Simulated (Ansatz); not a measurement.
Isomers of C3H5FO2, relaxed with PBE0-D4/def2-TZVP in Ansatz; electronic energies, one conformer each and not always the lowest. Functionals use def2-TZVPP; CBS adds triple-zeta CCSD(T) − MP2 to the MP2 limit of def2-TZVPP and def2-QZVPP.

(1) Order them by energy at frozen-core CCSD(T)/CBS, lowest first. (Best estimate.)
A. `OC1(F)COC1`
B. `COC1(F)CO1`
C. `CC1(F)OCO1`

(2) How do B2PLYP, PBE-D4, HF/CBS(def2), PBE0-D4 place them (kcal/mol, against `CC1(F)OCO1`)? (Best estimate.)

Results:

(1) C (0.0 kcal/mol), A (12.7 kcal/mol), B (17.9 kcal/mol).

(2) Computed: 
| isomer | B2PLYP | PBE-D4 | HF/CBS(def2) | PBE0-D4 |
| --- | --- | --- | --- | --- |
| `COC1(F)CO1` | 16.5 | 15.5 | 19.2 | 17.2 |
| `OC1(F)COC1` | 13.3 | 12.6 | 15.6 | 13.0 |
